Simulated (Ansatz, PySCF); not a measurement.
Gas-phase enthalpy of formation at 298 K, by the atomisation route, of [O]O (SMILES; HO2). Each molecule is optimised on its own at B3LYP-D3(BJ)/def2-TZVP (Ansatz, a quantum-chemistry and plane-wave program). Cores are frozen in the correlated levels unless marked. Open shells are spin-unrestricted. No spin-orbit coupling. Non-relativistic. CBS marks a two-point X^-3 extrapolation of the correlation energy; Hartree-Fock from the larger set. Thermal terms are rigid-rotor harmonic-oscillator values from B3LYP-D3(BJ) frequencies (PySCF) at 298.15 K and 1 atm. 1 Eh = 627.5095 kcal/mol.

```
species  count  E, CCSD(T)/CBS(aug-cc-pVTZ,aug-cc-pVQZ) (Ansatz) (Eh)  E, PBE/def2-TZVPD (Ansatz) (Eh)  measured ΔHf at 0 K (kcal/mol)  H(298) - H(0) of the element (kcal/mol)
-------  -----  -----------------------------------------------------  -------------------------------  ------------------------------  ---------------------------------------
[O]O         1                                             -150.78633                       -150.83066                               -                                        -
H atom       1                                               -0.49995                         -0.49962                           51.63                                     1.01
O atom       2                                              -75.00379                        -75.01069                           58.99                                     1.04
```

Molecule: zero-point energy 8.81, H(298) - H(0) 2.39 kcal/mol. The route leaves out scalar relativity and anharmonic zero-point terms, the atoms' spin-orbit terms, and in the frozen-core level the core correlation. Atomic data: G2/97 table in ASE.

Q: Work out De, D0 and ΔHf at 0 and 298 K at both levels, and their errors against the measured value.

A: 
The atoms' values sum to 169.61 (0 K) and 3.09 (thermal), in kcal/mol.
- CCSD(T)/CBS(aug-cc-pVTZ,aug-cc-pVQZ): De = 174.95; D0 = 174.95 - 8.81 = 166.14; ΔHf(0 K) = 169.61 - 166.14 = 3.47; ΔHf(298 K) = 3.47 + 2.39 - 3.09 = 2.77; error -0.1.
- PBE/def2-TZVPD: De = 194.31; D0 = 194.31 - 8.81 = 185.50; ΔHf(0 K) = 169.61 - 185.50 = -15.89; ΔHf(298 K) = -15.89 + 2.39 - 3.09 = -16.59; error -19.5.
Measured: 2.9 kcal/mol (Active Thermochemical Tables 1.112 (ions: stationary electron), as tabulated in the package chemicals).
